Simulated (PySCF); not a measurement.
## Dichlorosilane in a uniform electric field

Compound: dichlorosilane, Cl2H2Si.
Cartesian coordinates in Å at the PBE0-D3(BJ)/def2-TZVP level; atoms count from 1:
```
atom  x, y, z in Å
Cl1   -1.9690    1.4061    0.4161
Si2   -0.3081    0.2218    0.4437
Cl3    1.3745    1.3717    0.3671
H4    -0.2974   -0.5380    1.7081
H5    -0.3356   -0.6490   -0.7468
```

Level: CAM-B3LYP/aug-cc-pVTZ (PySCF); nuclei fixed, core orbitals frozen in the response. Permanent dipole (-0.007, -1.283, 0.056) D (1 au = 2.5417 D). Static polarisability (au):

```
x   62.44 -0.12 -0.24
y   -0.12 51.82 -0.24
z   -0.24 -0.24 46.24
```

Only the terms in μ and α are kept: μ(F) = μ + αF and ΔE = −μ·F − ½ F·αF.

(1) Apply 0.01 au along ±x, ±y and ±z in turn. Tabulate induced and total dipoles and both energy terms.

(2) For the field (-0.0010, 0.0090, -0.0090) au, what is the induced dipole, and what angle does it make with the field?

(3) At what field along the permanent dipole would the induced dipole along it equal the permanent one, in this linear picture?

(4) What field makes μF equal to kT at 298 K?

(5) A unit point charge sits 11 Å away. Estimate the induction energy −αe²/2R⁴ with the mean polarisability, treating the molecule as a point.

## Answers

(1) 
| field along | induced x (D) | induced y (D) | induced z (D) | total size (D) | −μ·F (kJ/mol) | −½F·αF (kJ/mol) |
| --- | --- | --- | --- | --- | --- | --- |
| +x | 1.587 | -0.003 | -0.006 | 2.038 | +0.072 | -8.197 |
| −x | -1.587 | 0.003 | 0.006 | 2.045 | -0.072 | -8.197 |
| +y | -0.003 | 1.317 | -0.006 | 0.061 | +13.253 | -6.803 |
| −y | 0.003 | -1.317 | 0.006 | 2.601 | -13.253 | -6.803 |
| +z | -0.006 | -0.006 | 1.175 | 1.783 | -0.578 | -6.070 |
| −z | 0.006 | 0.006 | -1.175 | 1.698 | +0.578 | -6.070 |

(2) αF = (-0.156, 1.191, -1.063) D, at 3.4° to the field. The polarisability along this direction, F·αF/F², is 49.34 au, against a mean of 53.50 au.

(3) The polarisability along the dipole is 51.83 au, so F = 0.5053 au / 51.83 au = 0.0097 au = 0.50 V/Å; higher-order terms are ignored.

(4) kT = 0.9437 × 10⁻³ Eh, so F = 0.00187 au = 9.6 MV/cm.

(5) R = 20.79 bohr, so the energy is −53.5/(2 × 20.79⁴) Eh = -0.376 kJ/mol. The charge–dipole term at its most favourable orientation, −μe/R², is -3.07 kJ/mol.

Geometry: PBE0-D3(BJ)/def2-TZVP; no solvent, vibrations or thermal averaging.

These values come from a run that also computed excited states. Hardware: one thread, Intel Xeon Platinum 8259CL at 2.50 GHz (x86_64), no GPU (shared host). Cost: 16 s wall, 0.76 GiB resident at most.
